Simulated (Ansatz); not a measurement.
Two isomers of C3H6OS: A = `C/C(S)=C/O`, B = `SC1COC1`.

Isolated molecules relaxed with PBE0-D4/def2-TZVP in Ansatz; ΔE leaves out vibrations. CCSD(T)/CBS adds triple-zeta CCSD(T) − MP2 to the extrapolated MP2 energy (def2 sets, frozen cores). DFT in def2-TZVPP. B3LYP here is the variant with VWN-RPA as its local correlation; programs differ in this. Each species was taken in one conformer, which may not be the lowest.

**Question.** Which isomer does CCSD(T)/CBS put lower? Give the gap. (Best estimate.)

**Answer.** Computed: A, by 18.3 kcal/mol.

**Question.** Give E(B) − E(A) in kcal/mol with ωB97M-V, PBE-D4, B3LYP, CCSD/def2-TZVPP, CCSD(T)/def2-TZVPP, B2PLYP, B3LYP-D4. (Estimate.)

**Answer.** Ansatz gave: ωB97M-V 16.6, PBE-D4 18.8, B3LYP 20.2, CCSD/def2-TZVPP 16.3, CCSD(T)/def2-TZVPP 17.1, B2PLYP 19.4, B3LYP-D4 20.3. None reverses the order clearly.

Largest T1 diagnostic: 0.012.

In def2-TZVPP, CCSD(T) changes the Hartree–Fock value by +0.8 kcal/mol (the triples alone add +0.8 kcal/mol) and MP2 by +1.7 kcal/mol. From PBE to PBE0 (25 % exact exchange), in def2-TZVPP and without D4, E(B) − E(A) moves by −2.1 kcal/mol.
